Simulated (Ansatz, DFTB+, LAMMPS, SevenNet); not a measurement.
hcp Be, c axis length

Reference value: 3.584 Å (measured, 293 K, no zero-point or thermal correction; as tabulated in Wikipedia's data pages).

| level (code) | value (Å) |
|---|---|
| Lennard-Jones uff-vdw (LAMMPS) | 4.355 |
| GFN1-xTB as cut by DFTB+ | 3.790 |
| SevenNet-0 | 3.615 |
| LDA (Ansatz) | [?] |
| PBE (Ansatz) | 3.562 |
| PBEsol (Ansatz) | 3.553 |
| PBE-D3(BJ) (Ansatz) | [?] |
| PBE-D4 (Ansatz) | [?] |
| rVV10 (Ansatz) | 3.554 |
| r²SCAN-D4 (Ansatz) | 3.561 |
| B3LYP (VWN-RPA form) (Ansatz) | 3.553 |
| Hartree–Fock (Ansatz) | 3.617 |

Question: What belongs in the gaps?

Answer: 
- LDA (Ansatz, a quantum-chemistry and plane-wave program), value (Å): 3.511
- PBE-D3(BJ) (Ansatz), value (Å): 3.499
- PBE-D4 (Ansatz), value (Å): 3.546

Differences against the reference: Lennard-Jones uff-vdw +22 %, GFN1-xTB as cut by DFTB+ +5.75 %, SevenNet-0 +0.86 %, LDA -2.04 %, PBE -0.61 %, PBEsol -0.86 %, PBE-D3(BJ) -2.37 %, PBE-D4 -1.06 %, rVV10 -0.84 %, r²SCAN-D4 -0.64 %, B3LYP (VWN-RPA form) -0.86 %, Hartree–Fock +0.92 %.

Leaving aside Lennard-Jones uff-vdw (doubt noted below): The reference is not for a static lattice or low temperature, so close values are not ranked against it. Off by more than 3.50 %, or 4.90 % on the side where a correction would as a rule narrow the miss (bounds picked here): GFN1-xTB as cut by DFTB+ (+5.75 %).

The measured value isn't corrected to a static lattice, so vibrations enter the comparison.  Lennard-Jones uff-vdw, GFN1-xTB as cut by DFTB+: the cell moved over 20 % in volume from its start. Lennard-Jones uff-vdw: this is a force field's van der Waals term alone, without bonds or charges. GFN1-xTB as cut by DFTB+: the method was fitted mainly to molecules. GFN1-xTB as cut by DFTB+: codes differ in how they cut the long-range tail of xTB's charge interaction in a crystal, so the value belongs to this code. Cutoffs and k meshes differ between the levels. Ansatz's density-functional and Hartree–Fock values are scalar-relativistic unless marked +SOC, with PAW data made under PBE.

Machine-learned potentials (SevenNet-0) are trained on DFT data: a solid inside that data is no test of them.

Differences are worked out from the printed values.
